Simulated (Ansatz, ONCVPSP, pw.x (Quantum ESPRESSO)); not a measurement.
What a changed setting does to a pw.x run (bcc Nb)

Potential: optimised norm-conserving Vanderbilt (ONCV), ONCVPSP 4.0.1, PBE; core [Ar] 3d10, reference 4s2 4p6 4d4 5s1; waves: 4s+5s: rc 2.00 bohr, ncon 4, nbas 7, qcut 7.2 1/bohr, 2 projectors; 4p: rc 1.85 bohr, ncon 4, nbas 7, qcut 7.7 1/bohr, 1 projector; 4d: rc 1.95 bohr, ncon 3, nbas 7, qcut 4.6 1/bohr, 2 projectors, debl 0.6 Ha; local part: polynomial inside 1.45 bohr (lpopt 5, dvloc0 2 Ha); core correction: none.

The reference run (k-mesh 14³, cutoffs 50/200 Ry, Fermi–Dirac 0.01 Ry, mixing_beta 0.4, conv_thr 1e-9, no spin) gives -1.36 GPa at 18.179 Å³/atom, where all-electron LAPW gives 0.16 GPa. This run, with its own iteration cap, changes smearing to box, a wrong or extreme entry chosen on purpose.

```
&control
  calculation='scf', prefix='x', pseudo_dir='./', outdir='./tmp', tstress=.true., disk_io='none'
/
&system
  ibrav=0, nat=1, ntyp=1, ecutwfc=50, ecutrho=200, nbnd=14,
  occupations='smearing', smearing='box', degauss=0.01
/
&electrons
  conv_thr=1e-09, mixing_beta=0.4, electron_maxstep=70
/
ATOMIC_SPECIES
Nb 1.0 Nb.UPF
CELL_PARAMETERS angstrom
  -1.65641822 1.65641822 1.65641822
  1.65641822 -1.65641822 1.65641822
  1.65641822 1.65641822 -1.65641822
ATOMIC_POSITIONS crystal
Nb 0.0000 0.0000 0.0000
K_POINTS automatic
14 14 14 0 0 0
```

```bash
pw.x < Nb.scf.in > Nb.scf.out
```

Problem. How does the run end?

Solution. It stops with "set_occupations: smearing box unknown".

```
Error in routine  set_occupations (1):
      smearing box unknown
```

The run took about 0.5 s on one core of a shared server CPU.
